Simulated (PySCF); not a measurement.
Molecule: t-Cyanovinylacetylene (SMILES C(#C)/C=C/C#N).

Atom-mapped SMILES (the numbers label the heavy atoms): `[CH:1]#[C:2]/[CH:3]=[CH:4]/[C:5]#[N:6]` (H(Xn): hydrogen on atom n).

Spin–spin couplings on one PBE0-D3(BJ)/def2-SVP geometry, PySCF 2.14.0 with density-fitted response routines, gas phase, non-relativistic, equivalent pairs averaged; isotopes $^{13}$C, $^{1}$H; basis pcJ-1.

**Question.** How do the couplings (Hz) change with the functional? Times are CPU seconds on shared hosts with different chips, so compare them loosely.

**Answer.** 
```tsv
functional	functions	$^{1}J$(C1,H(C1))	$^{1}J$(C1,C2)	$^{1}J$(C4,H(C4))	$^{1}J$(C3,H(C3))	$^{1}J$(C2,C3)	$^{1}J$(C4,C5)	$^{1}J$(C3,C4)	core-s
LDA	192	223.4	185.3	141.0	136.0	78.4	70.8	62.7	16
PBE	192	259.3	200.5	167.5	162.1	92.1	81.9	77.6	19
KT2	192	286.2	184.9	180.9	174.8	80.5	68.2	67.5	20
B3LYP	192	281.2	216.4	183.6	177.3	104.2	95.6	88.2	23
PBE0	192	267.2	212.3	175.5	169.7	102.8	93.4	88.1	23
B97-2	192	256.7	209.7	167.0	161.5	100.5	91.4	84.4	22
BHandHLYP	192	302.8	244.0	204.3	197.2	129.4	120.4	116.8	31
CAM-B3LYP	192	277.1	218.1	182.3	175.8	105.3	97.8	89.7	38
``` Left out for a near triplet instability: HF/pcJ-1.
